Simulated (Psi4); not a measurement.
Reaction (SMILES): C#CC → C1=CC1
B3LYP-D3(BJ)/def2-TZVP geometries, fixed; electronic energies without zero-point terms.
Largest species:
```xyz
7

C     -0.0011    -0.0004     0.2181
C     -0.0068    -0.0029     1.4176
C      0.0060     0.0025    -1.2360
H     -0.0119    -0.0051     2.4795
H      0.0152     1.0232    -1.6237
H      0.8874    -0.5130    -1.6226
H     -0.8790    -0.5002    -1.6311
```
Charge 0, spin multiplicity 1.

Basis-set convergence of the isomerisation energy at PBE0 with Psi4. All functions are spherical. Density fitting with the program's default auxiliary sets. Psi4's default fitting sets serve the pcseg sets less well. No added dispersion term, no relativity. Functions are those of the species that has most. Reference: the value in def2-QZVPP, 19.06 kcal/mol, itself unsure by roughly 0.07 kcal/mol (its distance from cc-pVQZ).

```
basis        functions  isomerisation energy (kcal/mol)
-----------  ---------  -------------------------------
3-21G               35                            28.72
def2-SVP            62                            16.61
pcseg-1             62                            18.41
6-311G**            78                            19.02
6-311+G**           90                              ___
def2-SVPD           92                              ___
aug-cc-pVDZ        105                              ___
aug-pcseg-1        105                              ___
cc-pVTZ            146                            19.02
```

Task: Fill in the missing entries.

Result: 
- 6-311+G**, isomerisation energy (kcal/mol): 19.35
- def2-SVPD, isomerisation energy (kcal/mol): 16.50
- aug-cc-pVDZ, isomerisation energy (kcal/mol): 17.70
- aug-pcseg-1, isomerisation energy (kcal/mol): 18.26
